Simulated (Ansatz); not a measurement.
Molecule: CH2NO, net charge 0, doublet state. It need not be the lowest isomer of its formula. SMILES: N[C]=O
Structure (B3LYP-D3(BJ)/def2-TZVP (Ansatz, a first-principles code) minimum search):
```
N
H 1 1.0031
H 1 1.0139 2 118.79
C 1 1.3371 2 120.08 3 180.00
O 4 1.1917 1 130.06 2 -180.00
```
Charge 0, spin multiplicity 2.

Give the harmonic wavenumbers at B3LYP-D3(BJ)/def2-TZVP (Ansatz, finite differences of forces, unscaled).

298, 532, 632, 1101, 1230, 1610, 1857, 3475, 3695 cm⁻¹. Zero-point energy 20.6 kcal/mol.

From these and the geometry, give the ideal-gas thermochemistry at 298.15 K and 1 atm (rigid rotor, harmonic oscillator).

Point group Cs, rotational symmetry number 1. Rotational constants 127.9, 11.22, 10.32 GHz. S(trans) 37.27, S(rot) 20.61, S(vib) 2.52, S(elec, spin only) 1.38, S 61.8 cal/(mol K). H(298) - H(0) 2.88 kcal/mol; G - E(el) 5.1 kcal/mol.
